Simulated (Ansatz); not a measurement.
# AlFH3P: the cost of one run

Program: Ansatz 0.2.0 through its Python package. Level of theory: CAM-B3LYP/6-31G*. These are calculated values, not measurements.

**1. Starting point**

Bond lengths: F1–Al2 1.776 Å, Al2–P3 2.310 Å, Al2–H4 1.594 Å, P3–H5 1.439 Å, P3–H6 1.454 Å. Angles: F1–Al2–P3 119.8°, F1–Al2–H4 122.8°, P3–Al2–H4 117.4°, Al2–P3–H5 95.0°, Al2–P3–H6 95.3°, H5–P3–H6 96.2°.

Input file alfh3p.xyz:

```xyz
6

F    -1.78890   -1.07260    0.92720
Al   -0.48440   -0.82670   -0.25220
P     1.25940    0.60320    0.24700
H    -0.42620   -1.59410   -1.64780
H     0.87720    1.60810   -0.71020
H     0.60490    1.21810    1.38990
```

**2. The script**

File adiabatic_alfh3p.py:

```python
import itertools

import ansatz as az
from ase.data import atomic_numbers, covalent_radii
import numpy as np

BASIS_SET = "6-31G*"
XC = "cam_b3lyp"
NET_CHARGE = 1

molecule = az.Crystal.molecule_from_extxyz("alfh3p.xyz")

model = molecule.calculation()
model = model.basis(gaussian=BASIS_SET).functional(XC)
symbols = [site.symbol for site in molecule.cartesian_sites]
start = np.array([site.position_ang for site in molecule.cartesian_sites], dtype=float)
r = model.relax(force_tolerance=0.01).run(threads=1, backend="cpu").report
end = np.array(r["positions_ang"])

minimum = az.Crystal.molecule()
for symbol, place in zip(symbols, end):
    minimum = minimum.atom(symbol, place.tolist())
ion = (
    minimum.calculation()
    .basis(gaussian=BASIS_SET)
    .functional(XC)
    .charge(NET_CHARGE)
    .spin("collinear", total=1)
)
vertical = ion.run(threads=1, backend="cpu").report
settled = ion.relax(force_tolerance=0.01, max_steps=80).run(threads=1, backend="cpu").report
print(f"vertical ionisation energy   {vertical['free_energy_ev'] - r['free_energy_ev']:.3f} eV")
print(f"adiabatic, no zero point     {settled['free_energy_ev'] - r['free_energy_ev']:.3f} eV")
print(f"relaxation energy of the ion {vertical['free_energy_ev'] - settled['free_energy_ev']:.3f} eV")
ionised = np.array(settled["positions_ang"])
radius = [covalent_radii[atomic_numbers[s]] for s in symbols]
span = lambda where, i, j: np.linalg.norm(where[i] - where[j])
bonded = [(i, j) for i, j in itertools.combinations(range(len(symbols)), 2) if min(span(end, i, j), span(ionised, i, j)) < 1.2 * (radius[i] + radius[j])]
print("pair        before    after (A)")
for i, j in bonded:
    print(f"{symbols[i]}{i}-{symbols[j]}{j}".ljust(10), f"{span(end, i, j):8.4f} {span(ionised, i, j):8.4f}")
```

**3. The calls as engine input**

The package turns the script's settings into the engine's input (first run):

```yaml
crystal:
  periodic: [false, false, false]
  atoms:
    - { symbol: F, position_ang: [-1.7889, -1.0726, 0.9272] }
    - { symbol: Al, position_ang: [-0.4844, -0.8267, -0.2522] }
    - { symbol: P, position_ang: [1.2594, 0.6032, 0.247] }
    - { symbol: H, position_ang: [-0.4262, -1.5941, -1.6478] }
    - { symbol: H, position_ang: [0.8772, 1.6081, -0.7102] }
    - { symbol: H, position_ang: [0.6049, 1.2181, 1.3899] }
basis:
  gaussian:
    orbitals: "6-31G*"
hamiltonian:
  xc: cam_b3lyp
relax:
  f_tol: 0.01
```

**4. Running it**

Command:

```
$ python adiabatic_alfh3p.py
```

**Question.** How long does this script take on 1 thread of Arm Neoverse N1, shared host, and how much memory does it need?

About 1.8 min, with a peak of 0.24 GiB.
